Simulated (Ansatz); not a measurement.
This Ansatz (a quantum-chemistry and plane-wave program) input (PBE/pcseg-1) gives -100.31983 Eh with 19 basis functions. A basis named .json is the Basis Set Exchange file of that set (core-valence sets with the plain set on hydrogen).

Ansatz 0.2 input:
```yaml
crystal:
  periodic: [false, false, false]
  atoms:
    - {symbol: F, position_ang: [-0.00000000, -0.00000000, -0.09245367]}
    - {symbol: H, position_ang: [0.00000000, 0.00000000, 0.83208299]}
basis:
  gaussian:
    orbitals: pcseg-1.json
hamiltonian:
  xc: {name: PBE}
magnetization: {spin_polarized: false}
```

Change:
```diff
- orbitals: pcseg-1.json
+ orbitals: pcseg-0.json
```

What does the run give now?

-100.02294 Eh (PBE/pcseg-0, 11 functions), a change of +296.89 mEh.
